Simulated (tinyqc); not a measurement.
Worked calculation (part 3 of 3): UHF in the sto-3g basis, for OH+, spin multiplicity 3. Computed by tinyqc, a small Python program that keeps every step (integrals from PySCF). Command: `OMP_NUM_THREADS=1 python tinyqc.py 20927 20928 out.jsonl` (the two numbers bound the seeds that draw the settings). One thread of a shared host (Intel(R) Xeon(R) Processor @ 2.60GHz), about 0.1 s of CPU time with the checks.

Geometry (angstrom):
```
atom         x         y         z
O     0.000000  0.000000  0.000000
H     0.000000  0.000000  0.833000
```

## Iteration 12 (converged): orbitals

converged F(alpha) (hartree), order 1O 1s, 1O 2s, 1O 2px, 1O 2py, 1O 2pz, 2H 1s:
$$\begin{pmatrix}
-21.231202 & -5.411887 & 0.000000 & 0.000000 & -0.026757 & -1.671810 \\
-5.411887 & -3.293584 & 0.000000 & 0.000001 & -0.193577 & -1.646299 \\
0.000000 & 0.000000 & -1.244912 & 0.000000 & 0.000000 & 0.000000 \\
0.000000 & 0.000001 & 0.000000 & -1.244912 & 0.000000 & 0.000000 \\
-0.026757 & -0.193577 & 0.000000 & 0.000000 & -1.239810 & -0.881998 \\
-1.671810 & -1.646299 & 0.000000 & 0.000000 & -0.881998 & -1.287456
\end{pmatrix}$$

converged F(beta) (hartree), order 1O 1s, 1O 2s, 1O 2px, 1O 2py, 1O 2pz, 2H 1s:
$$\begin{pmatrix}
-21.178138 & -5.334939 & 0.000000 & 0.000000 & -0.025879 & -1.645583 \\
-5.334939 & -2.916711 & 0.000000 & -0.000001 & -0.170845 & -1.512066 \\
0.000000 & 0.000000 & -0.310549 & 0.000000 & 0.000000 & 0.000000 \\
0.000000 & -0.000001 & 0.000000 & -0.310549 & 0.000002 & 0.000000 \\
-0.025879 & -0.170845 & 0.000000 & 0.000002 & -1.124027 & -0.858690 \\
-1.645583 & -1.512066 & 0.000000 & 0.000000 & -0.858690 & -1.261283
\end{pmatrix}$$

X, order 1O 1s, 1O 2s, 1O 2px, 1O 2py, 1O 2pz, 2H 1s:
$$\begin{pmatrix}
0.228578 & 0.791370 & 0.000000 & 0.000000 & -0.595353 & 0.185982 \\
-1.088086 & -0.469149 & 0.000000 & 0.000000 & -0.359801 & 0.436666 \\
0.000000 & 0.000000 & -0.583895 & 0.811829 & 0.000000 & 0.000000 \\
0.000000 & 0.000000 & 0.811829 & 0.583895 & 0.000000 & 0.000000 \\
-0.782219 & 0.549199 & 0.000000 & 0.000000 & 0.614224 & 0.292188 \\
1.297613 & -0.201732 & 0.000000 & 0.000000 & 0.173432 & 0.509531
\end{pmatrix}$$

Diagonalise F' = X^T F X, C = X C', fill 5 alpha and 3 beta electrons from the bottom; D(s) = C_occ C_occ^T. Each column has its largest component positive (the first on a tie).

F' = X^T F X (alpha) (hartree):
$$\begin{pmatrix}
-0.115399 & -1.120454 & 0.000000 & 0.000000 & 0.624959 & 0.178069 \\
-1.120454 & -9.935007 & 0.000000 & 0.000000 & 8.802459 & -4.211132 \\
0.000000 & 0.000000 & -1.244912 & 0.000000 & 0.000000 & 0.000000 \\
0.000000 & 0.000000 & 0.000000 & -1.244912 & 0.000000 & 0.000000 \\
0.624959 & 8.802459 & 0.000000 & 0.000000 & -10.308764 & 4.580748 \\
0.178069 & -4.211132 & 0.000000 & 0.000000 & 4.580748 & -4.045880
\end{pmatrix}$$

orbital energies (alpha) (hartree): MO1 -21.240311, MO2 -2.079781, MO3 -1.266473, MO4 -1.244912, MO5 -1.244912, MO6 0.181514

coefficients C (alpha), order 1O 1s, 1O 2s, 1O 2px, 1O 2py, 1O 2pz, 2H 1s:
$$\begin{pmatrix}
0.994159 & -0.249719 & 0.087314 & 0.000000 & -0.000002 & 0.095980 \\
0.026378 & 0.942956 & -0.441927 & 0.000000 & 0.000011 & -0.799378 \\
0.000000 & 0.000000 & 0.000004 & 0.984667 & 0.174444 & 0.000000 \\
0.000000 & -0.000001 & 0.000022 & -0.174444 & 0.984667 & 0.000000 \\
0.005249 & 0.207549 & 0.806347 & 0.000000 & -0.000018 & -0.826337 \\
-0.008832 & 0.090670 & 0.312837 & 0.000000 & -0.000007 & 1.381315
\end{pmatrix}$$

F' = X^T F X (beta) (hartree):
$$\begin{pmatrix}
0.037775 & -1.061489 & 0.000000 & 0.000000 & 0.658990 & -0.020278 \\
-1.061489 & -9.839055 & 0.000001 & 0.000001 & 8.872798 & -4.271307 \\
0.000000 & 0.000001 & -0.310549 & 0.000000 & 0.000001 & 0.000000 \\
0.000000 & 0.000001 & 0.000000 & -0.310549 & 0.000001 & 0.000000 \\
0.658990 & 8.872798 & 0.000001 & 0.000001 & -10.191625 & 4.504177 \\
-0.020278 & -4.271307 & 0.000000 & 0.000000 & 4.504177 & -3.865466
\end{pmatrix}$$

orbital energies (beta) (hartree): MO1 -21.184372, MO2 -1.760036, MO3 -1.151890, MO4 -0.310549, MO5 -0.310549, MO6 0.237927

coefficients C (beta), order 1O 1s, 1O 2s, 1O 2px, 1O 2py, 1O 2pz, 2H 1s:
$$\begin{pmatrix}
0.995248 & -0.226004 & 0.117995 & 0.000000 & 0.000000 & 0.109682 \\
0.021640 & 0.820540 & -0.569385 & -0.000002 & 0.000000 & -0.852182 \\
0.000000 & 0.000000 & 0.000000 & 0.089290 & 0.996006 & 0.000000 \\
0.000000 & 0.000000 & -0.000003 & 0.996006 & -0.089290 & -0.000001 \\
0.004490 & 0.246421 & 0.761121 & 0.000002 & 0.000000 & -0.857953 \\
-0.007308 & 0.228187 & 0.319823 & 0.000002 & 0.000000 & 1.363740
\end{pmatrix}$$

D(alpha) after iteration 12, order 1O 1s, 1O 2s, 1O 2px, 1O 2py, 1O 2pz, 2H 1s:
$$\begin{pmatrix}
1.058336 & -0.247837 & 0.000000 & 0.000000 & 0.023795 & -0.004108 \\
-0.247837 & 1.085161 & 0.000000 & 0.000000 & -0.160498 & -0.052986 \\
0.000000 & 0.000000 & 1.000000 & 0.000000 & 0.000000 & 0.000000 \\
0.000000 & 0.000000 & 0.000000 & 1.000000 & 0.000000 & 0.000000 \\
0.023795 & -0.160498 & 0.000000 & 0.000000 & 0.693299 & 0.271027 \\
-0.004108 & -0.052986 & 0.000000 & 0.000000 & 0.271027 & 0.106166
\end{pmatrix}$$

D(beta) after iteration 12, order 1O 1s, 1O 2s, 1O 2px, 1O 2py, 1O 2pz, 2H 1s:
$$\begin{pmatrix}
1.055518 & -0.231092 & 0.000000 & 0.000000 & 0.038585 & -0.021107 \\
-0.231092 & 0.997952 & 0.000000 & 0.000002 & -0.231075 & 0.004976 \\
0.000000 & 0.000000 & 0.000000 & 0.000000 & 0.000000 & 0.000000 \\
0.000000 & 0.000002 & 0.000000 & 0.000000 & -0.000002 & -0.000001 \\
0.038585 & -0.231075 & 0.000000 & -0.000002 & 0.640049 & 0.299621 \\
-0.021107 & 0.004976 & 0.000000 & -0.000001 & 0.299621 & 0.154409
\end{pmatrix}$$

Within a degenerate level the vectors are fixed only up to a rotation; this is one choice.

## Convergence

Stop when the energy changes by less than 1e-09 hartree and every element of the error matrix X^T (F D S - S D F) X (for each spin) is below 9e-06.

Course of the cycle:
```
iteration   E (hartree)     change  largest element of the error matrix
1          -62.98287708          -                             4.33e+00
2          -73.79577099  -1.08e+01                             2.05e-01
3          -73.89493533  -9.92e-02                             6.69e-02
4          -73.91962652  -2.47e-02                             5.00e-02
5          -73.94080306  -2.12e-02                             3.95e-02
6          -73.96375493  -2.30e-02                             1.73e-02
7          -73.96773698  -3.98e-03                             4.60e-03
8          -73.96804849  -3.12e-04                             1.28e-03
9          -73.96805274  -4.24e-06                             5.07e-04
10         -73.96805309  -3.57e-07                             7.74e-05
11         -73.96805313  -3.22e-08                             1.54e-05
12         -73.96805313  -4.94e-10                             2.15e-06
```

PySCF UHF in the same basis, after a stability check = -73.96805313 hartree

Converged in 12 iterations.

## Populations, bond orders and dipole

overlap S, order 1O 1s, 1O 2s, 1O 2px, 1O 2py, 1O 2pz, 2H 1s:
$$\begin{pmatrix}
1.000000 & 0.236704 & 0.000000 & 0.000000 & 0.000000 & 0.072206 \\
0.236704 & 1.000000 & 0.000000 & 0.000000 & 0.000000 & 0.559413 \\
0.000000 & 0.000000 & 1.000000 & 0.000000 & 0.000000 & 0.000000 \\
0.000000 & 0.000000 & 0.000000 & 1.000000 & 0.000000 & 0.000000 \\
0.000000 & 0.000000 & 0.000000 & 0.000000 & 1.000000 & 0.432134 \\
0.072206 & 0.559413 & 0.000000 & 0.000000 & 0.432134 & 1.000000
\end{pmatrix}$$

Mulliken: Z minus the diagonal of D S on the atom; Loewdin: the same with S^(1/2) D S^(1/2); Mayer order: 2 sum_s sum (D(s) S)_ij (D(s) S)_ji over the two atoms.

Charges (e):
```
atom  Mulliken   Loewdin  Mulliken spin
1O    0.478494  0.645520       2.091797
2H    0.521506  0.354480      -0.091797
```

Mayer bond orders:
```
pair     order
2-1   0.719605
```

dipole moment about the origin, x y z (debye): [-0.000001, -0.000004, 2.391294]

<S^2> of the determinant (pure state: 2) = 2.005418
